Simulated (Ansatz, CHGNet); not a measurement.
For rock-salt CaO, the machine-learned potential CHGNet-r²SCAN (trained on r²SCAN data) gives:

| Property | Result |
|---|---|
| lattice constant a | 4.809 Å |
| elastic constant C11 | 201 GPa |
| elastic constant C44 | 51.5 GPa |
| Voigt–Reuss–Hill shear modulus | 56.8 GPa |

Question: What does Hartree–Fock in Ansatz (plane waves, PAW) give for the same quantities?

Answer: 
- lattice constant a: 4.858 Å (rises by 1.0 %)
- elastic constant C11: 220 GPa (grows by 9.5 %)
- elastic constant C44: 87.7 GPa (rises by 70 %)
- Voigt–Reuss–Hill shear modulus: 83.7 GPa (goes up by 47 %)

For comparison: lattice constant a 4.781 Å (measured, zero-point anharmonic expansion removed; as tabulated in Chen et al. (2018), doi:10.1103/physrevmaterials.2.073803); elastic constant C11 219 GPa (measured, room temperature, no zero-point or thermal correction; as tabulated in Speziale et al. (2006), doi:10.1029/2005jb003823); elastic constant C44 80 GPa (measured, room temperature, no zero-point or thermal correction; as tabulated in Speziale et al. (2006), doi:10.1029/2005jb003823).

Changes are worked out from the printed values.

Unless a cell is named, each level is at its own relaxed cell (CHGNet-r²SCAN 13.90, Hartree–Fock 14.33 Å³/atom).

Ansatz's density-functional and Hartree–Fock values are scalar-relativistic unless marked +SOC, with PAW data made under PBE.

Ansatz is an electronic-structure program.
